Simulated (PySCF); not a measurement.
# C₃H₅FS: NMR shifts at several levels of theory, part 2 of 2

PySCF 2.14.0. Atoms count from 0. The steps go on from the part before.

### 9 Nuclear shieldings: KT2/pcSseg-2

What the job is given:

```
{"job": {"kind": "nmr", "xc": "KT2", "basis": "pcSseg-2", "pop": false}, "charge": 0, "multiplicity": 1}
F      1.799649    -0.159804     1.350959
C      1.104149    -0.223842     0.185968
C     -0.390364    -0.472630     0.357896
C     -0.857084     0.609910    -0.621691
S      0.807442     1.387203    -0.641830
H      1.630423    -0.931594    -0.475882
H     -0.736600    -1.498416     0.157858
H     -0.650213    -0.206946     1.392834
H     -1.124559     0.222452    -1.615483
H     -1.659388     1.272297    -0.267586
```

Method: GIAO KT2/pcSseg-2 NMR shielding, non-relativistic, gas phase.

What it wrote:

```text
coarse grid: 9072 points
cycle   1  E = -621.8268405223  dE =  4.944e-01  |g| = 6.490e-01  |ddm| = 2.216e+00
cycle   2  E = -621.6648803702  dE =  1.620e-01  |g| = 1.195e+00  |ddm| = 1.396e+00
cycle   3  E = -621.8951285729  dE = -2.302e-01  |g| = 1.482e-01  |ddm| = 1.038e+00
cycle   4  E = -621.8993330396  dE = -4.204e-03  |g| = 5.004e-02  |ddm| = 1.675e-01
cycle   5  E = -621.8998678563  dE = -5.348e-04  |g| = 1.421e-02  |ddm| = 4.942e-02
cycle   6  E = -621.8999086832  dE = -4.083e-05  |g| = 6.428e-03  |ddm| = 2.164e-02
cycle   7  E = -621.8999190179  dE = -1.033e-05  |g| = 1.162e-03  |ddm| = 7.016e-03
cycle   8  E = -621.8999192887  dE = -2.708e-07  |g| = 3.982e-04  |ddm| = 1.209e-03
final grid: 83840 points
cycle   9  E = -621.9249829041  dE = -3.297e-04  |g| = 2.364e-02  |ddm| = 1.440e-01
cycle  10  E = -621.9247200209  dE =  2.629e-04  |g| = 4.368e-02  |ddm| = 4.177e-02
cycle  11  E = -621.9250644177  dE = -3.444e-04  |g| = 3.755e-03  |ddm| = 3.305e-02
cycle  12  E = -621.9250671215  dE = -2.704e-06  |g| = 1.029e-03  |ddm| = 5.379e-03
cycle  13  E = -621.9250673485  dE = -2.270e-07  |g| = 2.656e-04  |ddm| = 1.294e-03
cycle  14  E = -621.9250673599  dE = -1.147e-08  |g| = 1.223e-04  |ddm| = 2.777e-04
cycle  15  E = -621.9250673637  dE = -3.786e-09  |g| = 2.607e-05  |ddm| = 1.602e-04
cycle  16  E = -621.9250673639  dE = -2.033e-10  |g| = 4.183e-06  |ddm| = 5.011e-05
converged SCF energy = -621.9250673639

GIAO shielding tensors (ppm)
atom      isotropic    diamagn.    paramagn.     s11        s22        s33       span
  0 F      293.719     467.478    -173.759    224.563    307.434    349.160    124.597
  1 C       81.004     241.609    -160.606     38.005     72.852    132.154     94.148
  2 C      138.249     246.422    -108.173    103.747    141.702    169.298     65.552
  3 C      160.049     245.654     -85.605    134.891    165.102    180.155     45.264
  4 S      384.007    1056.701    -672.694    157.518    239.145    755.357    597.839
  5 H       24.644      28.864      -4.221     19.851     26.672     27.407      7.556
  6 H       28.131      29.299      -1.168     24.494     25.588     34.311      9.817
  7 H       27.767      30.401      -2.634     25.220     27.117     30.964      5.744
  8 H       28.059      29.597      -1.538     24.280     26.632     33.266      8.986
  9 H       28.421      28.884      -0.463     24.414     26.375     34.474     10.061
```

It took 61 s on 1 thread of Arm Neoverse N1, shared host; peak memory 0.76 GiB.

Key values: δ C1 101.3, C2 44.0, C3 22.2, F0 -157.4, H5 6.53, H7 3.41 ppm.

### 10 Nuclear shieldings: KT3/pcSseg-2

Same as in step 9 but for these lines:

```diff
@@ -1,2 +1,2 @@
-{"job": {"kind": "nmr", "xc": "KT2", "basis": "pcSseg-2", "pop": false}, "charge": 0, "multiplicity": 1}
+{"job": {"kind": "nmr", "xc": "KT3", "basis": "pcSseg-2", "pop": false}, "charge": 0, "multiplicity": 1}
 F      1.799649    -0.159804     1.350959
```

Method: GIAO KT3/pcSseg-2 NMR shielding, non-relativistic, gas phase.

What it wrote:

```text
coarse grid: 9072 points
cycle   1  E = -621.2655788354  dE =  4.797e-01  |g| = 6.533e-01  |ddm| = 2.184e+00
cycle   2  E = -621.1013880161  dE =  1.642e-01  |g| = 1.194e+00  |ddm| = 1.601e+00
cycle   3  E = -621.3363994316  dE = -2.350e-01  |g| = 1.424e-01  |ddm| = 1.223e+00
cycle   4  E = -621.3403684282  dE = -3.969e-03  |g| = 5.010e-02  |ddm| = 1.719e-01
cycle   5  E = -621.3409078024  dE = -5.394e-04  |g| = 1.394e-02  |ddm| = 4.800e-02
cycle   6  E = -621.3409463393  dE = -3.854e-05  |g| = 6.341e-03  |ddm| = 2.125e-02
cycle   7  E = -621.3409565588  dE = -1.022e-05  |g| = 1.184e-03  |ddm| = 7.038e-03
cycle   8  E = -621.3409568526  dE = -2.938e-07  |g| = 4.364e-04  |ddm| = 1.221e-03
final grid: 83840 points
cycle   9  E = -621.3627999426  dE = -3.193e-04  |g| = 1.963e-02  |ddm| = 1.207e-01
cycle  10  E = -621.3626600214  dE =  1.399e-04  |g| = 3.527e-02  |ddm| = 3.265e-02
cycle  11  E = -621.3628490634  dE = -1.890e-04  |g| = 2.518e-03  |ddm| = 2.392e-02
cycle  12  E = -621.3628498995  dE = -8.361e-07  |g| = 8.138e-04  |ddm| = 2.529e-03
cycle  13  E = -621.3628500565  dE = -1.571e-07  |g| = 2.314e-04  |ddm| = 1.032e-03
cycle  14  E = -621.3628500665  dE = -9.985e-09  |g| = 1.069e-04  |ddm| = 3.195e-04
cycle  15  E = -621.3628500699  dE = -3.366e-09  |g| = 1.322e-05  |ddm| = 1.355e-04
cycle  16  E = -621.3628500699  dE = -3.934e-11  |g| = 5.038e-06  |ddm| = 1.779e-05
converged SCF energy = -621.3628500699

GIAO shielding tensors (ppm)
atom      isotropic    diamagn.    paramagn.     s11        s22        s33       span
  0 F      299.306     468.521    -169.214    233.048    312.659    352.213    119.165
  1 C       80.964     241.854    -160.889     38.267     73.031    131.595     93.328
  2 C      137.759     246.747    -108.988    104.359    141.180    167.737     63.378
  3 C      157.920     245.785     -87.865    133.244    163.074    177.441     44.196
  4 S      387.089    1057.071    -669.982    166.223    244.831    750.213    583.990
  5 H       24.895      29.124      -4.229     20.125     26.910     27.651      7.526
  6 H       28.338      29.393      -1.055     24.752     25.812     34.450      9.698
  7 H       27.984      30.661      -2.677     25.485     27.267     31.199      5.714
  8 H       28.260      29.857      -1.597     24.516     26.800     33.462      8.946
  9 H       28.599      29.037      -0.438     24.629     26.566     34.602      9.973
```

Run time: 61 s. Hardware: 1 thread of Arm Neoverse N1, shared host; peak memory 0.76 GiB.

In short: δ C1 100.3, C2 43.6, C3 23.4, F0 -152.4, H5 6.46, H7 3.37 ppm.

### 11 NMR shieldings: B97-D/pcSseg-2

Same as in step 10 but for these lines:

```diff
@@ -1,2 +1,2 @@
-{"job": {"kind": "nmr", "xc": "KT3", "basis": "pcSseg-2", "pop": false}, "charge": 0, "multiplicity": 1}
+{"job": {"kind": "nmr", "xc": "B97-D", "basis": "pcSseg-2", "pop": false}, "charge": 0, "multiplicity": 1}
 F      1.799649    -0.159804     1.350959
```

With the program's defaults for keys left out, this is: GIAO B97-D/pcSseg-2 NMR shielding, non-relativistic, gas phase.

What it wrote:

```text
coarse grid: 9072 points
cycle   1  E = -615.2477796302  dE =  4.526e-01  |g| = 5.945e-01  |ddm| = 2.216e+00
cycle   2  E = -615.1228876669  dE =  1.249e-01  |g| = 1.068e+00  |ddm| = 1.252e+00
cycle   3  E = -615.3085666189  dE = -1.857e-01  |g| = 1.261e-01  |ddm| = 8.819e-01
cycle   4  E = -615.3115974658  dE = -3.031e-03  |g| = 4.794e-02  |ddm| = 1.451e-01
cycle   5  E = -615.3120602940  dE = -4.628e-04  |g| = 1.148e-02  |ddm| = 4.117e-02
cycle   6  E = -615.3120851770  dE = -2.488e-05  |g| = 5.664e-03  |ddm| = 1.796e-02
cycle   7  E = -615.3120927455  dE = -7.568e-06  |g| = 1.313e-03  |ddm| = 6.281e-03
final grid: 83840 points
cycle   8  E = -615.3136151772  dE = -1.123e-04  |g| = 1.750e-02  |ddm| = 6.278e-02
cycle   9  E = -615.3134830541  dE =  1.321e-04  |g| = 3.185e-02  |ddm| = 3.056e-02
cycle  10  E = -615.3136572052  dE = -1.742e-04  |g| = 2.998e-03  |ddm| = 2.326e-02
cycle  11  E = -615.3136588712  dE = -1.666e-06  |g| = 8.139e-04  |ddm| = 3.515e-03
cycle  12  E = -615.3136590215  dE = -1.503e-07  |g| = 1.654e-04  |ddm| = 9.362e-04
cycle  13  E = -615.3136590254  dE = -3.979e-09  |g| = 8.634e-05  |ddm| = 2.182e-04
cycle  14  E = -615.3136590275  dE = -2.032e-09  |g| = 1.369e-05  |ddm| = 1.125e-04
cycle  15  E = -615.3136590275  dE = -5.321e-11  |g| = 2.942e-06  |ddm| = 2.525e-05
converged SCF energy = -615.3136590275

GIAO shielding tensors (ppm)
atom      isotropic    diamagn.    paramagn.     s11        s22        s33       span
  0 F      306.054     468.229    -162.175    243.081    318.798    356.283    113.202
  1 C       76.494     241.292    -164.798     32.764     68.184    128.535     95.771
  2 C      136.078     247.232    -111.155    104.725    137.996    165.511     60.786
  3 C      155.218     245.958     -90.740    130.129    160.277    175.249     45.120
  4 S      357.524    1056.143    -698.620    131.097    204.312    737.162    606.065
  5 H       24.970      28.983      -4.013     20.309     26.998     27.602      7.293
  6 H       28.457      29.774      -1.317     24.970     25.979     34.423      9.452
  7 H       28.110      30.768      -2.658     25.670     27.337     31.323      5.653
  8 H       28.332      29.818      -1.486     24.655     26.878     33.464      8.809
  9 H       28.639      29.167      -0.528     24.761     26.627     34.528      9.767
```

Run time: 59 s. Hardware: 1 thread of Arm Neoverse N1, shared host; peak memory 0.76 GiB.

In short: δ C1 102.5, C2 42.9, C3 23.8, F0 -151.9, H5 6.43, H7 3.29 ppm.

### 12 Nuclear shieldings: B3LYP/pcSseg-2

Same as in step 11 but for these lines:

```diff
@@ -1,2 +1,2 @@
-{"job": {"kind": "nmr", "xc": "B97-D", "basis": "pcSseg-2", "pop": false}, "charge": 0, "multiplicity": 1}
+{"job": {"kind": "nmr", "xc": "B3LYP", "basis": "pcSseg-2", "pop": false}, "charge": 0, "multiplicity": 1}
 F      1.799649    -0.159804     1.350959
```

Method: GIAO B3LYP/pcSseg-2 NMR shielding, non-relativistic, gas phase.

What it wrote:

```text
coarse grid: 9072 points
cycle   1  E = -615.4109245524  dE =  5.383e-01  |g| = 5.250e-01  |ddm| = 2.169e+00
cycle   2  E = -615.3606671917  dE =  5.026e-02  |g| = 7.944e-01  |ddm| = 8.247e-01
cycle   3  E = -615.4585586012  dE = -9.789e-02  |g| = 7.596e-02  |ddm| = 4.771e-01
cycle   4  E = -615.4595018877  dE = -9.433e-04  |g| = 3.577e-02  |ddm| = 8.388e-02
cycle   5  E = -615.4597708193  dE = -2.689e-04  |g| = 6.516e-03  |ddm| = 3.086e-02
cycle   6  E = -615.4597785575  dE = -7.738e-06  |g| = 3.333e-03  |ddm| = 1.069e-02
cycle   7  E = -615.4597810729  dE = -2.515e-06  |g| = 6.266e-04  |ddm| = 3.733e-03
final grid: 83840 points
cycle   8  E = -615.4664555711  dE = -6.430e-05  |g| = 5.324e-03  |ddm| = 3.627e-02
cycle   9  E = -615.4664480912  dE =  7.480e-06  |g| = 8.181e-03  |ddm| = 7.407e-03
cycle  10  E = -615.4664611740  dE = -1.308e-05  |g| = 7.089e-04  |ddm| = 5.486e-03
cycle  11  E = -615.4664612575  dE = -8.343e-08  |g| = 2.644e-04  |ddm| = 1.031e-03
cycle  12  E = -615.4664612713  dE = -1.389e-08  |g| = 6.529e-05  |ddm| = 2.482e-04
cycle  13  E = -615.4664612722  dE = -8.886e-10  |g| = 1.154e-05  |ddm| = 8.237e-05
converged SCF energy = -615.4664612722

GIAO shielding tensors (ppm)
atom      isotropic    diamagn.    paramagn.     s11        s22        s33       span
  0 F      316.037     467.852    -151.815    255.183    329.335    363.592    108.409
  1 C       78.017     239.357    -161.340     35.584     69.067    129.401     93.816
  2 C      136.909     244.059    -107.150    105.678    138.384    166.664     60.986
  3 C      157.315     243.655     -86.340    132.455    162.114    177.375     44.920
  4 S      347.072    1054.925    -707.854    109.398    186.270    745.548    636.150
  5 H       25.165      28.997      -3.832     20.512     27.172     27.810      7.299
  6 H       28.511      29.661      -1.150     24.949     25.995     34.590      9.641
  7 H       28.153      30.477      -2.324     25.663     27.292     31.506      5.843
  8 H       28.397      29.815      -1.419     24.615     26.849     33.726      9.111
  9 H       28.697      29.279      -0.582     24.701     26.606     34.783     10.083
```

It took 44 s on 1 thread of Arm Neoverse N1, shared host; peak memory 1 GiB.

Key values: δ C1 101.2, C2 42.3, C3 21.9, F0 -146.3, H5 6.22, H7 3.24 ppm.

### 13 Shielding tensors: PBE0/pcSseg-2

Same as in step 12 but for these lines:

```diff
@@ -1,2 +1,2 @@
-{"job": {"kind": "nmr", "xc": "B3LYP", "basis": "pcSseg-2", "pop": false}, "charge": 0, "multiplicity": 1}
+{"job": {"kind": "nmr", "xc": "PBE0", "basis": "pcSseg-2", "pop": false}, "charge": 0, "multiplicity": 1}
 F      1.799649    -0.159804     1.350959
```

Method: GIAO PBE0/pcSseg-2 NMR shielding, non-relativistic, gas phase.

What it wrote:

```text
coarse grid: 9072 points
cycle   1  E = -615.0213884138  dE =  5.672e-01  |g| = 4.894e-01  |ddm| = 2.196e+00
cycle   2  E = -614.9876788157  dE =  3.371e-02  |g| = 6.968e-01  |ddm| = 7.133e-01
cycle   3  E = -615.0635740482  dE = -7.590e-02  |g| = 6.245e-02  |ddm| = 3.988e-01
cycle   4  E = -615.0642023800  dE = -6.283e-04  |g| = 3.037e-02  |ddm| = 6.903e-02
cycle   5  E = -615.0644013258  dE = -1.989e-04  |g| = 5.029e-03  |ddm| = 2.688e-02
cycle   6  E = -615.0644059217  dE = -4.596e-06  |g| = 2.602e-03  |ddm| = 7.898e-03
final grid: 83840 points
cycle   7  E = -615.0706822099  dE = -6.329e-05  |g| = 1.115e-02  |ddm| = 4.002e-02
cycle   8  E = -615.0706464644  dE =  3.575e-05  |g| = 1.644e-02  |ddm| = 2.208e-02
cycle   9  E = -615.0707113265  dE = -6.486e-05  |g| = 9.561e-04  |ddm| = 1.525e-02
cycle  10  E = -615.0707114801  dE = -1.536e-07  |g| = 3.214e-04  |ddm| = 1.124e-03
cycle  11  E = -615.0707114968  dE = -1.668e-08  |g| = 1.151e-04  |ddm| = 2.740e-04
cycle  12  E = -615.0707114991  dE = -2.286e-09  |g| = 2.407e-05  |ddm| = 1.191e-04
cycle  13  E = -615.0707114992  dE = -1.205e-10  |g| = 4.313e-06  |ddm| = 2.485e-05
converged SCF energy = -615.0707114992

GIAO shielding tensors (ppm)
atom      isotropic    diamagn.    paramagn.     s11        s22        s33       span
  0 F      321.853     466.877    -145.024    260.695    335.824    369.040    108.345
  1 C       85.593     241.253    -155.659     43.995     75.746    137.039     93.044
  2 C      143.429     246.601    -103.172    112.898    145.148    172.240     59.342
  3 C      163.606     245.887     -82.281    139.010    168.847    182.961     43.951
  4 S      387.356    1054.950    -667.594    157.095    231.032    773.939    616.844
  5 H       25.080      28.932      -3.852     20.376     26.985     27.879      7.503
  6 H       28.428      29.388      -0.960     24.715     25.755     34.814     10.099
  7 H       28.011      30.417      -2.406     25.478     26.985     31.570      6.092
  8 H       28.315      29.721      -1.405     24.398     26.599     33.949      9.550
  9 H       28.608      29.073      -0.465     24.470     26.336     35.019     10.549
```

Run time: 45 s. Hardware: 1 thread of Arm Neoverse N1, shared host; peak memory 1 GiB.

In short: δ C1 98.5, C2 40.7, C3 20.5, F0 -146.0, H5 6.17, H7 3.23 ppm.

### 14 Nuclear shieldings: mPW1PW91/pcSseg-2

Same as in step 13 but for these lines:

```diff
@@ -1,2 +1,2 @@
-{"job": {"kind": "nmr", "xc": "PBE0", "basis": "pcSseg-2", "pop": false}, "charge": 0, "multiplicity": 1}
+{"job": {"kind": "nmr", "xc": "mPW1PW91", "basis": "pcSseg-2", "pop": false}, "charge": 0, "multiplicity": 1}
 F      1.799649    -0.159804     1.350959
```

Level: GIAO mPW1PW91/pcSseg-2 NMR shielding, non-relativistic, gas phase.

What it wrote:

```text
coarse grid: 9072 points
cycle   1  E = -615.3654082873  dE =  5.669e-01  |g| = 5.031e-01  |ddm| = 2.187e+00
cycle   2  E = -615.3294418274  dE =  3.597e-02  |g| = 7.191e-01  |ddm| = 7.297e-01
cycle   3  E = -615.4096342574  dE = -8.019e-02  |g| = 6.341e-02  |ddm| = 4.116e-01
cycle   4  E = -615.4102966529  dE = -6.624e-04  |g| = 3.060e-02  |ddm| = 7.039e-02
cycle   5  E = -615.4104983396  dE = -2.017e-04  |g| = 5.117e-03  |ddm| = 2.736e-02
cycle   6  E = -615.4105031455  dE = -4.806e-06  |g| = 2.627e-03  |ddm| = 7.981e-03
final grid: 83840 points
cycle   7  E = -615.4156801572  dE = -6.046e-05  |g| = 9.083e-03  |ddm| = 3.643e-02
cycle   8  E = -615.4156570597  dE =  2.310e-05  |g| = 1.329e-02  |ddm| = 1.770e-02
cycle   9  E = -615.4156991950  dE = -4.214e-05  |g| = 7.800e-04  |ddm| = 1.218e-02
cycle  10  E = -615.4156992936  dE = -9.861e-08  |g| = 2.966e-04  |ddm| = 9.274e-04
cycle  11  E = -615.4156993082  dE = -1.459e-08  |g| = 1.018e-04  |ddm| = 2.428e-04
cycle  12  E = -615.4156993100  dE = -1.828e-09  |g| = 2.053e-05  |ddm| = 1.037e-04
cycle  13  E = -615.4156993101  dE = -8.686e-11  |g| = 3.703e-06  |ddm| = 2.067e-05
converged SCF energy = -615.4156993101

GIAO shielding tensors (ppm)
atom      isotropic    diamagn.    paramagn.     s11        s22        s33       span
  0 F      323.306     467.055    -143.750    262.591    337.146    370.179    107.588
  1 C       84.865     241.416    -156.551     43.259     75.105    136.232     92.973
  2 C      142.690     246.781    -104.091    112.025    144.587    171.456     59.431
  3 C      162.641     246.136     -83.494    138.171    167.710    182.044     43.872
  4 S      381.880    1055.204    -673.324    149.944    224.809    770.887    620.943
  5 H       25.153      28.906      -3.753     20.471     27.058     27.931      7.460
  6 H       28.488      29.428      -0.940     24.784     25.835     34.844     10.060
  7 H       28.061      30.437      -2.376     25.536     27.033     31.614      6.078
  8 H       28.377      29.719      -1.343     24.482     26.663     33.984      9.502
  9 H       28.663      29.071      -0.407     24.549     26.401     35.039     10.490
```

Run time: 44 s. Hardware: 1 thread of Arm Neoverse N1, shared host; peak memory 1 GiB.

In short: δ C1 98.7, C2 40.8, C3 20.9, F0 -146.1, H5 6.14, H7 3.23 ppm.

### 15 Comparing the runs: NMR shifts

Shifts (ppm) of some atoms, chosen among heavy atoms and hydrogens apart, with basis size and wall time:

```csv
run,C1,C2,C3,H5,H6,F0,S4,functions,time
HF/pcSseg-2,86.1,36.8,18.4,5.63,2.63,-122.2,88,257,24 s
LDA/pcSseg-2,106.3,41.9,20.5,6.57,2.91,-160.5,140,257,45 s
PBE/pcSseg-2,103.7,42.5,21.9,6.47,2.93,-155.7,136,257,56 s
BLYP/pcSseg-2,105.5,44.0,23.3,6.47,2.97,-153.6,164,257,56 s
BP86/pcSseg-2,103.5,42.7,22.2,6.44,2.92,-157.2,139,257,56 s
OPBE/pcSseg-2,99.7,40.9,22.3,6.40,2.87,-153.4,107,257,56 s
KT2/pcSseg-2,101.3,44.0,22.2,6.53,3.05,-157.4,141,257,61 s
KT3/pcSseg-2,100.3,43.6,23.4,6.46,3.02,-152.4,139,257,61 s
B97-D/pcSseg-2,102.5,42.9,23.8,6.43,2.94,-151.9,146,257,59 s
B3LYP/pcSseg-2,101.2,42.3,21.9,6.22,2.88,-146.3,145,257,44 s
PBE0/pcSseg-2,98.5,40.7,20.5,6.17,2.82,-146.0,116,257,45 s
mPW1PW91/pcSseg-2,98.7,40.8,20.9,6.14,2.81,-146.1,117,257,44 s
```

### 16 Summary of results

This closing draws on all 2 parts.

```
                              quantity                             value
                           point group                                C1
  rotational constants (main isotopes)              6.54, 3.87, 2.66 GHz
  ¹³C shifts against TMS (HF/pcSseg-2)              86.1, 36.8, 18.4 ppm
   ¹H shifts against TMS (HF/pcSseg-2)  5.63, 3.09, 2.76, 2.63, 2.56 ppm
¹⁹F shifts against CFCl3 (HF/pcSseg-2)                        -122.2 ppm
  ³³S shifts against CS2 (HF/pcSseg-2)                            88 ppm
              range of the shift of S4                     88 to 164 ppm
```

**Reading.** Single values in the summary come from the first run of each kind that ended normally (HF/pcSseg-2), which need not be the best level. The optimisation took 8 steps and gained 0.023 eV; among the close pairs (by a distance rule), C3–H8 changed most, from 1.087 to 1.100 Å. H5 (hydrogen on an sp3 CH bonded to F and S) lies farthest downfield among hydrogen, at 5.63 ppm; its carbon carries F, which withdraws density. At HF/pcSseg-2: The widest tensor belongs to S4: span 642 ppm, with a paramagnetic part of -620 ppm. Across the 12 runs the shift of S4 moves most, between 88 (HF/pcSseg-2) and 164 ppm (BLYP/pcSseg-2).
